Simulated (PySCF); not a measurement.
Isomers of C2H6OP2. Computed with PBE0-D3(BJ)/def2-SVP geometry optimisation, gas phase (PySCF 2.14.0). One conformer each; no zero-point energy, no entropy. No frequencies were run at this level. Point groups hold within 0.08 Å.

Question: Rank from lowest to highest electronic energy at this level (kcal/mol).
A. `[O:1]=[P:2]1([PH2:3])[CH2:4][CH2:5]1` with O1–P2–P3–H -44° and 49°
B. `[H]/[P:5]=[P:4]\[CH2:3][O:2][CH3:1]` with C1–O2–C3–P4 -81°, O2–C3–P4–P5 -17°

Answer: A (0.0), B (10.0).

As drawn, the lower has a three-membered ring and a P=O bond, which the higher lacks.

```json
{"SMILES": "O=P1(P)CC1", "E (Eh)": "-836.96664", "E rel (kcal/mol)": "0.0", "dipole (D)": "2.99", "point group": "near Cs", "A, B, C (MHz)": "4510, 2659, 1974"}
{"SMILES": "[H]/P=P\\COC", "E (Eh)": "-836.95065", "E rel (kcal/mol)": "10.0", "dipole (D)": "2.31", "point group": "C1", "A, B, C (MHz)": "4850, 2110, 1649"}
```

How do the relative energies change in single points at PBE0/pcSseg-1 (no added dispersion term) on the same geometries?

| SMILES | PBE0-D3(BJ)/def2-SVP (kcal/mol) | PBE0/pcSseg-1 (kcal/mol) | shift |
| --- | --- | --- | --- |
| O=P1(P)CC1 | 0.0 | 0.0 | 0.0 |
| [H]/P=P\COC | 10.0 | 14.1 | +4.1 |

Each column counts from its own lowest isomer. The order is unchanged; the largest shift is 4.1 kcal/mol.
